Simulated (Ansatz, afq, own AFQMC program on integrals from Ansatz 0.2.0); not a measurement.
Breaking P2–P1 in P$_{2}$H$_{4}$, singlet

```xyz
6

P     0.3677   -1.0579   -0.0828
P    -0.3679    1.0582    0.0790
H    -0.4999   -1.5307    0.9515
H    -0.5751   -1.4009   -1.1025
H     0.5053    1.5335   -0.9496
H     0.5698    1.3978    1.1044
```

Products: PH2 (doublet; PH2) and PH2 (doublet), each relaxed with PBE0/def2-SVP like the molecule; electronic energies without zero-point terms. Determinants: RHF, UHF and UHF in that order.

Basis def2-TZVP. Noble-gas cores (and the filled d shells of Ga–Kr and In–Xe) are frozen. Ansatz 0.2.0 and our own AFQMC program on the same integrals; the CISD trial comes from CCSD amplitudes, and released means the phaseless constraint is let go. Uncertainties: one standard error, sampling alone. The errors of all members are added in quadrature.

No full CI on the walks' own integrals is used here; CCSDT(Q) serves as the reference and is uncertain by about the last step of the cluster series. Each member takes its own surest rung, up to full CI.

The best estimate is CCSD(T) at the basis-set limit (CBS: def2-TZVPP and def2-QZVPP, with their diffuse functions for anions and beside diffuse sets, CCSD(T) itself extrapolated) plus the step from CCSD(T) to CCSDT(Q) in def2-TZVP. Rows without CBS are in def2-TZVP; B2PLYP and the wave-function rows carry a basis error of their own. Core correlation and relativity beyond core potentials are missing, and ± holds the sampling alone.

```json
{"level": "wB97M-V", "bond energy (kJ/mol)": "262.1"}
{"level": "r2SCAN", "bond energy (kJ/mol)": "241.9"}
{"level": "MP2", "bond energy (kJ/mol)": "253.2"}
```

(1) From these cheaper values, estimate the bond energy at the level of the best estimate.

(1) 257.3 kJ/mol (best estimate, highest rung CCSDT(Q)).

```json
{"level": "HF", "bond energy (kJ/mol)": "136.6", "error against the best estimate (kJ/mol)": "-120.7"}
{"level": "CCSD", "bond energy (kJ/mol)": "228.2", "error against the best estimate (kJ/mol)": "-29.1"}
{"level": "CCSD(T)", "bond energy (kJ/mol)": "239.4", "error against the best estimate (kJ/mol)": "-17.9"}
{"level": "CCSDT", "bond energy (kJ/mol)": "238.4", "error against the best estimate (kJ/mol)": "-18.9"}
{"level": "CCSDT(Q)", "bond energy (kJ/mol)": "239.6", "error against the best estimate (kJ/mol)": "-17.7"}
{"level": "ph-AFQMC/CISD", "bond energy (kJ/mol)": "239.3 ± 0.6", "error against the best estimate (kJ/mol)": "-18.1 ± 0.6"}
{"level": "released AFQMC", "bond energy (kJ/mol)": "240.2 ± 0.9", "error against the best estimate (kJ/mol)": "-17.2 ± 0.9"}
{"level": "HF/CBS", "bond energy (kJ/mol)": "135.7", "error against the best estimate (kJ/mol)": "-121.6"}
{"level": "MP2/CBS", "bond energy (kJ/mol)": "271.6", "error against the best estimate (kJ/mol)": "14.3"}
{"level": "CCSD(T)/CBS", "bond energy (kJ/mol)": "257.1", "error against the best estimate (kJ/mol)": "-0.2"}
{"level": "PBE", "bond energy (kJ/mol)": "257.9", "error against the best estimate (kJ/mol)": "0.6"}
{"level": "PBE0", "bond energy (kJ/mol)": "250.3", "error against the best estimate (kJ/mol)": "-7.1"}
{"level": "B3LYP", "bond energy (kJ/mol)": "233.2", "error against the best estimate (kJ/mol)": "-24.2"}
{"level": "B2PLYP", "bond energy (kJ/mol)": "239.9", "error against the best estimate (kJ/mol)": "-17.4"}
```

Correlation beyond CCSD(T) changes it by less than 2 meV. Going to the basis-set limit adds 17.7 kJ/mol at CCSD(T). The perturbative (T) step is worth +11.2 kJ/mol. The functionals spread over 28.9 kJ/mol; PBE comes nearest and B3LYP is 24.2 kJ/mol too low.

Best estimates are given only where the step beyond CCSD(T) is under 0.3 eV and no member's determinant is very poor (T1 over 0.05, or 0.07 for open shells, ⟨S²⟩ too high by 0.3, two states mixed), so the hardest cases are missing from such tables.

The functionals ran in a triple-zeta set and keep a basis error of their own, a few kJ/mol for each bond in atomization energies and more for double hybrids, so close places among them and the extrapolated levels can swap.

CCSDT and higher add their correlation energy to the determinant of the CCSD(T) run, since their own runs factorise the integrals more tightly (a shift of under 2 meV). Each member of a difference takes its own highest rung, so a best estimate needn't equal the limit plus the step of one row. A walk keeps the symmetry of its determinant, which the program's search chose and which needn't be the lowest solution, so a lower state of the same spin and another symmetry isn't excluded. Released energies are given only where the last usable release times agree within the noise; a slower fall can still hide under it.
